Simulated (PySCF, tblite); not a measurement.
Isomers of C4H7PS, one GFN2-xTB conformer each. Single-point energies are computed at PBE0/pcSseg-1 (PySCF, gas phase, no added dispersion term), electronic only.

Problem. Rank them by PBE0/pcSseg-1 energy, lowest first (kcal/mol).
A. `CC1=C(C)[PH]1=S`
B. `[CH:1]#[C:2][CH2:3][P@@H:4]([CH3:5])=[S:6]` with C2–C3–P4–C5 55°
C. `[CH2:1]=[CH:2][PH:3](=[S:4])[CH:5]=[CH2:6]` with C1–C2–P3–S4 114°, C2–P3–C5–C6 121°
D. `[CH3:1][CH2:2][C:3]1=[CH:4][P@@H:5]1=[S:6]` with C1–C2–C3–C4 -1°

Solution. C (0.0), A (0.7), B (3.8), D (7.8).

As drawn, the highest has a three-membered ring, which the lowest lacks. Neighbours under 2.5 kcal/mol apart (C=C[PH](=S)C=C and CC1=C(C)[PH]1=S) can change places with a better method, another conformer or zero-point energy. GFN2-xTB itself gives, in the same order: 3.5, 8.6, 0.0, 15.5. GFN2-xTB puts C#CC[P@@H](C)=S lowest instead; measured from each level's own lowest isomer, the values differ by up to 7.9 kcal/mol (CC1=C(C)[PH]1=S: 8.6 against 0.7).

Problem. Which frontier levels, dipoles and rotational constants go with these structures?

Solution. 
```json
{"SMILES": "C=C[PH](=S)C=C", "HOMO (eV, PBE0/pcSseg-1)": "-6.46", "LUMO (eV)": "-1.34", "dipole (D)": "4.67", "A, B, C (MHz)": "2346, 2102, 1212"}
{"SMILES": "CC1=C(C)[PH]1=S", "HOMO (eV, PBE0/pcSseg-1)": "-6.28", "LUMO (eV)": "-0.34", "dipole (D)": "5.13", "A, B, C (MHz)": "3440, 1532, 1188"}
{"SMILES": "C#CC[P@@H](C)=S", "HOMO (eV, PBE0/pcSseg-1)": "-6.67", "LUMO (eV)": "0.10", "dipole (D)": "4.16", "A, B, C (MHz)": "5380, 1275, 1093"}
{"SMILES": "CCC1=C[P@@H]1=S", "HOMO (eV, PBE0/pcSseg-1)": "-6.44", "LUMO (eV)": "-0.68", "dipole (D)": "4.88", "A, B, C (MHz)": "6623, 1086, 1026"}
```

Problem. What happens when harmonic zero-point energies from GFN2-xTB frequencies are added?

Solution. 
```json
{"SMILES": "C=C[PH](=S)C=C", "ZPE (kcal/mol)": "58.8", "electronic (kcal/mol)": "0.0", "with ZPE (kcal/mol)": "0.0"}
{"SMILES": "CC1=C(C)[PH]1=S", "ZPE (kcal/mol)": "59.7", "electronic (kcal/mol)": "0.7", "with ZPE (kcal/mol)": "1.7"}
{"SMILES": "C#CC[P@@H](C)=S", "ZPE (kcal/mol)": "58.2", "electronic (kcal/mol)": "3.8", "with ZPE (kcal/mol)": "3.2"}
{"SMILES": "CCC1=C[P@@H]1=S", "ZPE (kcal/mol)": "60.1", "electronic (kcal/mol)": "7.8", "with ZPE (kcal/mol)": "9.2"}
```

The zero-point energies span 1.9 kcal/mol. The order is unchanged.

Problem. As an exercise, what shares would exp(−E/RT) give at 298.15 K from these electronic energies alone (no entropy, no degeneracies)?

Solution. RT = 0.592 kcal/mol: C=C[PH](=S)C=C 76.0 %, CC1=C(C)[PH]1=S 23.8 %, C#CC[P@@H](C)=S 0.1 %, CCC1=C[P@@H]1=S under 0.1 %.
